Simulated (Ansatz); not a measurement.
C3H7NOS can be A, `CC(N)(O)C=S`, or B, `CC(O)C(N)=S`.

Computed with Ansatz on PBE0-D4/def2-TZVP structures; ΔE is electronic, products minus reactants. CCSD(T)/CBS adds triple-zeta CCSD(T) − MP2 to the extrapolated MP2 energy (def2 sets, frozen cores). Functionals use def2-TZVPP. B3LYP here is the variant with VWN-RPA as its local correlation; programs differ in this. One conformer a species, not always the lowest.

A:

```xyz
13

C    -1.182   -0.680    0.310
C     0.011    0.213   -0.020
N     0.060    0.414   -1.450
O    -0.098    1.407    0.704
C     1.276   -0.542    0.325
S     2.380   -0.052    1.383
H    -2.096   -0.142    0.048
H    -1.207   -0.891    1.379
H    -1.146   -1.615   -0.251
H     0.746    1.127   -1.669
H    -0.839    0.748   -1.777
H     0.704    1.486    1.249
H     1.391   -1.472   -0.232
```

B:

```xyz
13

C     0.330   -1.422   -0.615
C     0.523   -0.251    0.328
O    -0.225   -0.520    1.504
C     0.081    1.042   -0.344
N    -1.136    1.440    0.013
S     1.037    1.814   -1.436
H     0.878   -1.250   -1.541
H     0.692   -2.335   -0.141
H    -0.729   -1.546   -0.849
H     1.586   -0.139    0.559
H     0.141   -0.001    2.225
H    -1.534    2.263   -0.405
H    -1.645    0.905    0.701
```

Question: Which is lower in electronic energy at CCSD(T)/CBS, and by how much? (Estimate.)

Answer: The calculation gave: B, by 58.8 kJ/mol.

Question: Give E(B) − E(A) in kJ/mol with B2PLYP, B3LYP-D4, MP2/def2-TZVPP, CCSD/def2-TZVPP, HF/def2-TZVPP, r2SCAN-D4, PBE0-D4. (Estimate.)

Answer: The calculation gave: B2PLYP -68.1, B3LYP-D4 -72.6, MP2/def2-TZVPP -59.6, CCSD/def2-TZVPP -57.3, HF/def2-TZVPP -73.4, r2SCAN-D4 -74.8, PBE0-D4 -72.9. None reverses the order clearly.

Largest T1 diagnostic: 0.015.

In def2-TZVPP, CCSD(T) changes the Hartree–Fock value by +17.8 kJ/mol (the triples alone add +1.7 kJ/mol) and MP2 by +13.8 kJ/mol.
